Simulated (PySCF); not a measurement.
**[C4H9FN]+: core ionisation energies**

C4H9FN (charge +1).
Geometry (GFN2-xTB, Å), atoms numbered from 1 in this order:
```xyz
15
C4H9FN angstrom
N      1.4993   -0.2117   -0.5209
C      0.5747    0.1740    0.5900
C     -0.4805    1.1552    0.0582
C     -1.3752   -0.0521   -0.2630
F     -1.1181   -0.4781   -1.5514
C     -0.5341   -0.8808    0.7204
H      0.9143   -0.4625   -1.3391
H      2.0752   -1.0240   -0.2661
H      2.1171    0.5666   -0.7833
H      1.1539    0.4459    1.4718
H     -0.2013    1.7836   -0.7849
H     -0.9032    1.7767    0.8414
H     -2.4543    0.0141   -0.1475
H     -0.9740   -0.9017    1.7126
H     -0.2983   -1.8972    0.4125
```

Method used: PySCF, delta-SCF UKS SCAN, pcX-2 on the ionised atom, pcseg-1 elsewhere, spin-free X2C. Vertical ΔSCF values, vacuum level as zero.

**Question.** Give the core binding energies atom by atom.

**Answer.** 
| atom(s) | environment | level | binding energy (eV) | above the level's lowest (eV) | count |
| --- | --- | --- | --- | --- | --- |
| C3/C6 | four-membered-ring carbon | C 1s | 295.87 | 0.00 | 2 |
| C4 | sp3 C–F carbon | C 1s | 297.62 | +1.75 | 1 |
| C2 | sp3 carbon bound to nitrogen | C 1s | 297.68 | +1.81 | 1 |
| N1 | ammonium nitrogen | N 1s | 414.59 | 0.00 | 1 |
| F5 | alkyl fluorine | F 1s | 697.01 | 0.00 | 1 |

Lowest listed C 1s: C3/C6, bonded to 2 C and 2 H. Highest, 1.81 eV above it: C2, bonded to N, 2 C and H. Summing the Pauling electronegativity differences to the bonded atoms, each weighted by its formal bond order, gives -0.70 for the lowest site and +0.14 for the highest; the largest sum, +1.08, belongs to C4, 0.06 eV below the top.

**Question.** Which photon energy gives electrons from N 1s of N1 a kinetic energy of 150 eV, and what is their de Broglie wavelength?

**Answer.** hν = 414.59 + 150 = 564.59 eV, recoil neglected; λ = 12.264 Å/√(E/eV) = 1.00 Å.

The first atom of each set that the bonding makes equivalent was ionised and stands for the set. The species carries charge +1, so core ionisation leaves charge +2. Isolated species at its GFN2-xTB geometry (one conformer only).

The run took 39 s on Intel Xeon 6975P-C, one thread, shared host with 192 logical CPUs at a one-minute load of 68, and the process peaked at 0.55 GiB of memory.
